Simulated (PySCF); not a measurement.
Molecule: formic acid (SMILES O=CO).

Geometry:
| atom | x (Å) | y (Å) | z (Å) |
| --- | --- | --- | --- |
| O1 | -1.331 | -0.102 | 0.005 |
| C2 | -0.168 | -0.379 | -0.005 |
| O3 | 0.829 | 0.504 | 0.003 |
| H4 | 0.244 | -1.410 | -0.021 |
| H5 | 0.426 | 1.387 | 0.017 |

Geometry PBE0-D3(BJ)/def2-SVP throughout; GIAO in PySCF 2.14.0 with density-fitted response routines, gas phase, one conformer, non-relativistic; equivalent atoms averaged; functional PBE0.

Task: How do the shifts δ (against H2O, TMS at the same level) depend on the basis set? (ppm; last column core-seconds on shared hosts with different chips, so compare them loosely)

Result: 
```tsv
basis set	functions	O1	O3	C2	H4	H5	core-s
STO-3G	17	387.1	125.6	110.9	7.59	5.55	0.7
6-31G	31	421.8	193.7	153.6	8.35	5.49	1.4
pcSseg-0	31	483.4	221.1	173.2	8.49	5.30	1.4
6-31G*	46	384.8	180.8	147.7	7.70	5.27	1.7
def2-SVP	52	415.7	198.1	151.4	7.19	5.31	1.8
cc-pVDZ	52	418.6	199.3	152.1	7.45	5.08	1.9
pcSseg-1	61	449.1	216.4	162.5	7.62	5.80	2
aug-cc-pVDZ	87	400.1	195.2	156.9	8.06	5.70	2.8
6-311+G(2d,p)	93	418.1	204.7	161.6	7.92	5.54	2.8
def2-TZVP	105	429.6	210.3	162.2	7.84	5.53	3.3
cc-pVTZ	118	432.1	209.8	161.3	7.79	5.74	3.8
IGLO-III	125	431.1	210.8	165.5	7.93	5.78	3.9
pcSseg-2	136	434.7	211.5	167.0	7.86	5.95	2.7
pcSseg-3	282	432.4	210.9	167.5	7.94	6.02	16
```

Task: Which nucleus moves most, in ppm?

Result: O1 (carbonyl oxygen): from 384.8 ppm with 6-31G* to 483.4 ppm with pcSseg-0. The smallest spread is 0.94 ppm, at H5. Proton shifts span only some 12 ppm, so a few tenths of a ppm matter as much there as several ppm in carbon.

Task: Taking the largest basis, pcSseg-3 (282 functions), as the yardstick, rank the others by their worst heavy-atom deviation.

Result: IGLO-III 1.9 ppm (125 functions), pcSseg-2 2.3 ppm (136 functions), def2-TZVP 5.2 ppm (105 functions), cc-pVTZ 6.1 ppm (118 functions), 6-311+G(2d,p) 14.2 ppm (93 functions), cc-pVDZ 15.3 ppm (52 functions), pcSseg-1 16.7 ppm (61 functions), def2-SVP 16.7 ppm (52 functions), 6-31G 17.2 ppm (31 functions), aug-cc-pVDZ 32.3 ppm (87 functions), 6-31G* 47.6 ppm (46 functions), pcSseg-0 51.1 ppm (31 functions), STO-3G 85.3 ppm (17 functions).

A small basis that lands close on one nucleus may do so by chance; judge by the trend and by all nuclei.
